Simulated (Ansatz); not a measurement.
A short molecular-dynamics run on `BC[SiH3]`.

```yaml
crystal:
  periodic: [false, false, false]
  atoms:
    - {symbol: B, position_ang: [-0.216279, -0.872890, -1.238163]}
    - {symbol: C, position_ang: [0.452826, -0.694453, 0.128532]}
    - {symbol: Si, position_ang: [-0.099666, 0.999903, 0.776868]}
    - {symbol: H, position_ang: [-1.316220, -1.340167, -1.323453]}
    - {symbol: H, position_ang: [0.319424, -0.480992, -2.235510]}
    - {symbol: H, position_ang: [1.544936, -0.634019, 0.104892]}
    - {symbol: H, position_ang: [0.124017, -1.397063, 0.900228]}
    - {symbol: H, position_ang: [-1.573595, 1.041799, 0.957884]}
    - {symbol: H, position_ang: [0.550734, 1.243095, 2.090669]}
    - {symbol: H, position_ang: [0.296923, 2.083687, -0.158947]}
basis:
  gaussian: {orbitals: def2-SVP}
hamiltonian: {xc: {name: r2SCAN}}
md: {timestep: 1 fs, n_steps: 50, ensemble: nvt_langevin, temperature: 1500, initial_velocities: maxwell_boltzmann, friction: 0.01, seed: 299}
```

```sh
$ ansatz run in.yaml --threads 2 --pin off --events-out ev --progress --plain --max-ram 4352MiB
```

| step | time (fs) | potential energy (eV) | kinetic (eV) | T (K) | conserved (eV) |
| --- | --- | --- | --- | --- | --- |
| 0 | 0.0 | -9698.5621 | 1.7450 | 1350 | – |
| 1 | 1.0 | -9698.4310 | 1.6001 | 1238 | – |
| 2 | 2.0 | -9698.0980 | 1.3122 | 1015 | – |
| 3 | 3.0 | -9697.7782 | 0.9825 | 760 | – |
| 4 | 4.0 | -9697.5997 | 0.8946 | 692 | – |
| 5 | 5.0 | -9697.5574 | 0.8848 | 685 | – |
| 6 | 6.0 | -9697.6258 | 0.9760 | 755 | – |
| 7 | 7.0 | -9697.7447 | 1.1568 | 895 | – |
| 8 | 8.0 | -9697.7975 | 1.3154 | 1018 | – |
| 9 | 9.0 | -9697.8152 | 1.3636 | 1055 | – |
| 10 | 10.0 | -9697.8317 | 1.2959 | 1003 | – |
| 11 | 11.0 | -9697.7337 | 1.1324 | 876 | – |
| 12 | 12.0 | -9697.5117 | 0.9722 | 752 | – |
| 13 | 13.0 | -9697.3544 | 0.9891 | 765 | – |
| 14 | 14.0 | -9697.3898 | 1.0119 | 783 | – |
| 15 | 15.0 | -9697.5408 | 1.1134 | 861 | – |
| 16 | 16.0 | -9697.6858 | 1.2454 | 963 | – |
| 17 | 17.0 | -9697.7555 | 1.4649 | 1133 | – |
| 18 | 18.0 | -9697.7079 | 1.4544 | 1125 | – |
| 19 | 19.0 | -9697.5713 | 1.1845 | 916 | – |
| 20 | 20.0 | -9697.3606 | 1.0361 | 802 | – |
| 21 | 21.0 | -9697.2318 | 1.0180 | 788 | – |
| 22 | 22.0 | -9697.5465 | 1.3244 | 1025 | – |
| 23 | 23.0 | -9697.9180 | 1.8255 | 1412 | – |
| 24 | 24.0 | -9697.9450 | 1.8906 | 1463 | – |
| 25 | 25.0 | -9697.6708 | 1.6113 | 1247 | – |
| 26 | 26.0 | -9697.2822 | 1.1780 | 911 | – |
| 27 | 27.0 | -9697.0336 | 0.9222 | 713 | – |
| 28 | 28.0 | -9697.1354 | 1.0994 | 851 | – |
| 29 | 29.0 | -9697.5274 | 1.3685 | 1059 | – |
| 30 | 30.0 | -9697.9368 | 1.8608 | 1440 | – |
| 31 | 31.0 | -9697.9664 | 1.7919 | 1386 | – |
| 32 | 32.0 | -9697.5074 | 1.4341 | 1109 | – |
| 33 | 33.0 | -9697.3741 | 1.4468 | 1119 | – |
| 34 | 34.0 | -9697.6150 | 1.6930 | 1310 | – |
| 35 | 35.0 | -9697.4649 | 1.5737 | 1217 | – |
| 36 | 36.0 | -9697.1320 | 1.3526 | 1046 | – |
| 37 | 37.0 | -9696.9590 | 1.2121 | 938 | – |
| 38 | 38.0 | -9697.0323 | 1.2773 | 988 | – |
| 39 | 39.0 | -9697.2516 | 1.4133 | 1093 | – |
| 40 | 40.0 | -9697.4751 | 1.6848 | 1303 | – |
| 41 | 41.0 | -9697.5904 | 1.7831 | 1379 | – |
| 42 | 42.0 | -9697.4861 | 1.8216 | 1409 | – |
| 43 | 43.0 | -9697.0369 | 1.3885 | 1074 | – |
| 44 | 44.0 | -9696.6676 | 1.1224 | 868 | – |
| 45 | 45.0 | -9697.1806 | 1.6074 | 1244 | – |
| 46 | 46.0 | -9697.6908 | 1.8734 | 1449 | – |
| 47 | 47.0 | -9697.6541 | 1.9740 | 1527 | – |
| 48 | 48.0 | -9697.3257 | 1.5905 | 1230 | – |
| 49 | 49.0 | -9697.0460 | 1.2682 | 981 | – |
| 50 | 50.0 | -9697.0029 | 1.3012 | 1007 | – |

Velocities are drawn at the set temperature; a run this short doesn't reach equilibrium.

Frames (Å, forces in eV/Å):

```xyz
10
time=0.0 fs
B    -0.216   -0.873   -1.238    0.052   -0.021    0.074
C     0.453   -0.694    0.129   -0.075    0.082   -0.056
Si   -0.100    1.000    0.777   -0.007   -0.005   -0.016
H    -1.316   -1.340   -1.323   -0.276   -0.112   -0.022
H     0.319   -0.481   -2.236    0.128    0.103   -0.249
H     1.545   -0.634    0.105    0.313    0.020   -0.012
H     0.124   -1.397    0.900   -0.099   -0.199    0.218
H    -1.574    1.042    0.958   -0.133    0.007    0.018
H     0.551    1.243    2.091    0.060    0.026    0.126
H     0.297    2.084   -0.159    0.037    0.100   -0.081
10
time=3.0 fs
B    -0.202   -0.880   -1.243    2.380    1.030   -0.545
C     0.440   -0.680    0.116    1.746   -1.297    2.721
Si   -0.111    0.992    0.770    1.351    2.147    0.572
H    -1.172   -1.414   -1.438   -2.153   -1.075   -0.176
H     0.372   -0.387   -2.206   -0.169   -0.082    0.191
H     1.617   -0.584    0.198   -2.052   -0.126   -0.519
H     0.135   -1.379    1.040    0.368    1.189   -1.917
H    -1.549    1.027    1.099   -0.295   -0.067    0.079
H     0.741    1.223    2.177   -1.054   -0.114   -1.794
H     0.125    2.245   -0.299   -0.123   -1.605    1.388
10
time=6.0 fs
B    -0.178   -0.874   -1.252    0.196   -0.218   -1.879
C     0.440   -0.674    0.106    0.441   -1.059    3.014
Si   -0.122    0.992    0.769    1.056    2.578    0.756
H    -1.190   -1.537   -1.561    0.582    0.586    0.500
H     0.440   -0.283   -2.178   -0.632   -0.477    0.544
H     1.556   -0.560    0.237   -0.736   -0.003   -0.689
H     0.136   -1.301    1.063    0.198    0.704   -1.824
H    -1.544    1.030    1.256    0.187   -0.167   -0.127
H     0.867    1.173    2.124   -1.344    0.040   -1.837
H    -0.011    2.327   -0.307    0.052   -1.983    1.541
10
time=9.0 fs
B    -0.167   -0.869   -1.281   -0.145   -0.586   -0.992
C     0.455   -0.668    0.103   -2.696    0.842   -1.635
Si   -0.126    1.009    0.766   -0.168    1.036    0.827
H    -1.177   -1.625   -1.627    1.304    1.256    0.674
H     0.455   -0.184   -2.118   -0.673   -0.583    0.070
H     1.469   -0.554    0.210    3.150    0.562   -0.411
H     0.177   -1.160    0.971   -1.117   -2.031    1.925
H    -1.523    0.997    1.416    0.633   -0.194   -0.464
H     0.880    1.091    1.923   -0.493    0.471   -0.428
H    -0.113    2.249   -0.156    0.206   -0.772    0.434
10
time=12.0 fs
B    -0.156   -0.865   -1.310    0.203   -0.219    0.799
C     0.449   -0.651    0.096    0.346    0.219   -0.718
Si   -0.122    1.030    0.768   -1.577   -3.645    1.508
H    -1.080   -1.606   -1.639    0.287    0.450    0.225
H     0.402   -0.112   -2.040    0.002    0.042   -1.029
H     1.574   -0.497    0.142   -1.074   -0.148   -0.270
H     0.121   -1.166    0.990   -0.046   -1.060    0.349
H    -1.415    0.961    1.521   -0.090   -0.186   -0.203
H     0.872    1.049    1.713    1.924    0.812    2.223
H    -0.169    2.119    0.031    0.025    3.735   -2.883
10
time=15.0 fs
B    -0.136   -0.854   -1.341    1.992    1.483    1.935
C     0.440   -0.627    0.083    0.237   -1.250    1.167
Si   -0.113    1.050    0.774    0.447   -1.242    1.014
H    -0.946   -1.567   -1.649   -1.808   -1.421   -0.656
H     0.382   -0.053   -2.032    0.175    0.237   -1.203
H     1.614   -0.433    0.064   -2.299   -0.651    0.171
H     0.032   -1.264    1.046    1.421    0.986   -2.260
H    -1.311    0.934    1.606   -0.630   -0.100    0.110
H     1.014    1.069    1.695    0.435    0.880    0.783
H    -0.222    2.233   -0.007    0.030    1.079   -1.062
10
time=18.0 fs
B    -0.106   -0.830   -1.356    0.519    0.698    0.124
C     0.433   -0.614    0.073   -2.634   -1.050    0.487
Si   -0.104    1.061    0.781    1.655    1.750    0.585
H    -0.907   -1.644   -1.702   -0.304   -0.136   -0.076
H     0.370   -0.006   -2.134   -0.244   -0.483   -0.139
H     1.475   -0.416    0.004    1.477   -0.065    0.234
H     0.083   -1.293    0.950    0.941    0.679   -1.371
H    -1.239    0.906    1.727   -0.290    0.070   -0.192
H     1.196    1.178    1.727   -1.370    0.556   -0.739
H    -0.284    2.446   -0.149    0.249   -2.020    1.087
10
time=21.0 fs
B    -0.079   -0.807   -1.366   -0.956   -0.678   -1.382
C     0.418   -0.606    0.068   -0.601    4.450   -4.960
Si   -0.090    1.074    0.792    1.617    1.999    0.681
H    -0.878   -1.734   -1.761    0.817    1.032    0.574
H     0.318   -0.018   -2.248   -0.212   -0.479    0.528
H     1.446   -0.423   -0.065    1.983    0.269    0.028
H     0.235   -1.276    0.740   -1.274   -4.608    4.544
H    -1.155    0.865    1.832   -0.151    0.187   -0.425
H     1.243    1.333    1.689   -1.472    0.181   -0.887
H    -0.333    2.487   -0.179    0.250   -2.353    1.298
10
time=24.0 fs
B    -0.055   -0.786   -1.381   -1.351   -1.280   -2.010
C     0.398   -0.570    0.046    2.437   -1.506    0.690
Si   -0.079    1.090    0.802    1.122    0.713    0.608
H    -0.809   -1.744   -1.789    0.750    0.893    0.715
H     0.260   -0.070   -2.335    0.062    0.054    0.620
H     1.556   -0.425   -0.106   -1.628    0.009    0.253
H     0.353   -1.511    0.755   -0.418    1.873   -1.027
H    -1.055    0.858    1.881   -0.623    0.131   -0.047
H     1.155    1.504    1.568   -0.169    0.103   -0.070
H    -0.341    2.312   -0.107   -0.181   -0.991    0.266
10
time=27.0 fs
B    -0.033   -0.776   -1.412   -0.758   -0.347   -0.657
C     0.391   -0.538    0.029    2.798   -3.253    1.621
Si   -0.069    1.106    0.816    0.798   -3.803    2.917
H    -0.707   -1.680   -1.787   -0.296   -0.707    0.164
H     0.209   -0.085   -2.362    0.426    0.679    0.121
H     1.546   -0.427   -0.129   -1.398    0.202    0.212
H     0.433   -1.637    0.778   -0.735    3.468   -1.989
H    -0.988    0.864    1.938   -0.623    0.069    0.081
H     1.066    1.689    1.432    1.533    0.475    0.878
H    -0.380    2.066   -0.020   -1.744    3.216   -3.348
10
time=30.0 fs
B    -0.020   -0.764   -1.434    0.173    1.690    0.083
C     0.400   -0.524    0.026   -0.173   -1.523    0.694
Si   -0.052    1.116    0.838    0.195   -0.660    1.192
H    -0.633   -1.648   -1.766   -1.186   -2.174   -0.521
H     0.204   -0.011   -2.360    0.307    0.288    0.344
H     1.443   -0.416   -0.145    1.988    0.709   -0.295
H     0.454   -1.473    0.665   -0.893    1.155   -0.383
H    -0.970    0.893    2.018    0.023    0.082   -0.395
H     1.088    1.910    1.353    0.469   -0.227    0.242
H    -0.551    2.045   -0.123   -0.904    0.659   -0.961
10
time=33.0 fs
B    -0.014   -0.746   -1.452   -0.983   -0.102   -0.394
C     0.399   -0.522    0.023    1.117    6.585   -4.971
Si   -0.035    1.126    0.858   -0.770    2.212   -1.419
H    -0.640   -1.756   -1.804    0.465    0.408    0.130
H     0.250    0.100   -2.306   -0.052   -0.310    0.353
H     1.477   -0.354   -0.218    0.167    0.234    0.121
H     0.427   -1.279    0.589   -0.440   -6.541    5.066
H    -0.940    0.950    2.050    0.159   -0.074   -0.243
H     1.126    2.091    1.274   -0.562   -1.020   -0.202
H    -0.822    2.105   -0.280    0.898   -1.393    1.560
10
time=36.0 fs
B    -0.014   -0.721   -1.482   -0.778   -0.956    0.066
C     0.399   -0.489    0.004    2.400   -1.891    1.372
Si   -0.018    1.144    0.869   -0.358    2.892   -2.716
H    -0.595   -1.819   -1.880    0.862    1.559    0.390
H     0.322    0.200   -2.215   -0.331   -0.427   -0.142
H     1.556   -0.278   -0.296   -1.885   -0.627    0.882
H     0.361   -1.449    0.807    0.107    2.460   -2.168
H    -0.843    1.023    2.045   -0.432   -0.307    0.831
H     1.164    2.207    1.174   -1.014   -1.416   -0.267
H    -1.007    2.048   -0.282    1.430   -1.287    1.752
10
time=39.0 fs
B    -0.020   -0.699   -1.517    0.662    0.810    1.505
C     0.420   -0.457    0.001   -0.052   -2.938    1.521
Si    0.003    1.168    0.865   -1.067    1.714   -1.618
H    -0.488   -1.729   -1.944   -0.015    0.231   -0.113
H     0.392    0.281   -2.135   -0.553   -0.549   -0.467
H     1.492   -0.260   -0.327   -0.278   -0.639    0.799
H     0.272   -1.461    0.888    0.771    2.951   -2.831
H    -0.775    1.052    2.115    0.097   -0.275    0.330
H     1.152    2.202    1.061   -0.557   -0.903   -0.088
H    -1.039    1.878   -0.132    0.991   -0.402    0.961
10
time=42.0 fs
B    -0.017   -0.682   -1.540    1.762    2.095    2.930
C     0.440   -0.454    0.013   -2.718   -0.549   -0.541
Si    0.022    1.194    0.857   -0.250   -2.157    1.227
H    -0.394   -1.656   -2.010   -0.792   -1.216   -0.706
H     0.464    0.288   -2.078   -0.531   -0.114   -0.953
H     1.433   -0.309   -0.308    2.383   -0.183    0.060
H     0.257   -1.240    0.760    0.438   -0.352   -0.239
H    -0.680    1.041    2.200    0.595   -0.175   -0.199
H     1.095    2.112    0.924    1.309    1.010    0.145
H    -1.008    1.673    0.099   -2.197    1.642   -1.723
10
time=45.0 fs
B    -0.012   -0.647   -1.544    1.407   -0.457    2.105
C     0.442   -0.445    0.024    1.355    4.021   -5.920
Si    0.039    1.213    0.849   -0.400   -2.164    0.961
H    -0.387   -1.679   -2.123   -0.175    0.772    0.493
H     0.546    0.259   -2.071   -0.410    0.465   -1.192
H     1.544   -0.400   -0.286   -0.790   -0.248    0.753
H     0.247   -1.111    0.699   -1.055   -4.985    4.191
H    -0.529    0.997    2.246    0.710   -0.003   -0.168
H     1.112    2.120    0.757    1.213    1.288    0.029
H    -1.142    1.606    0.234   -1.855    1.311   -1.253
10
time=48.0 fs
B    -0.003   -0.620   -1.528    1.524   -0.301    0.199
C     0.447   -0.410    0.010    0.637   -3.429    0.668
Si    0.055    1.220    0.839   -1.289    0.999   -0.551
H    -0.421   -1.640   -2.195    0.095    1.249    1.179
H     0.562    0.285   -2.160   -0.787   -0.282   -0.203
H     1.614   -0.497   -0.212   -1.848    0.175    0.589
H     0.182   -1.308    0.858    0.635    2.180   -2.391
H    -0.350    0.968    2.279    0.642    0.226   -0.212
H     1.199    2.295    0.574   -1.198   -0.847    0.388
H    -1.407    1.625    0.279    1.588    0.030    0.335
10
time=50.0 fs
B     0.008   -0.609   -1.518    1.526    0.587   -0.374
C     0.452   -0.399    0.001    0.175   -3.959    1.275
Si    0.065    1.229    0.827   -1.338    1.610   -0.564
H    -0.449   -1.549   -2.190   -0.125    0.425    0.954
H     0.537    0.283   -2.240   -0.721   -0.461    0.409
H     1.595   -0.544   -0.137   -1.237    0.380    0.235
H     0.165   -1.361    0.867    0.589    2.741   -2.604
H    -0.205    0.966    2.306    0.524    0.342   -0.435
H     1.212    2.387    0.462   -1.626   -1.426    0.597
H    -1.505    1.642    0.323    2.233   -0.241    0.507
```

It took 100 s on 2 threads of an Arm Neoverse V1 on a shared host, with 0.13 GiB of host memory at the peak.
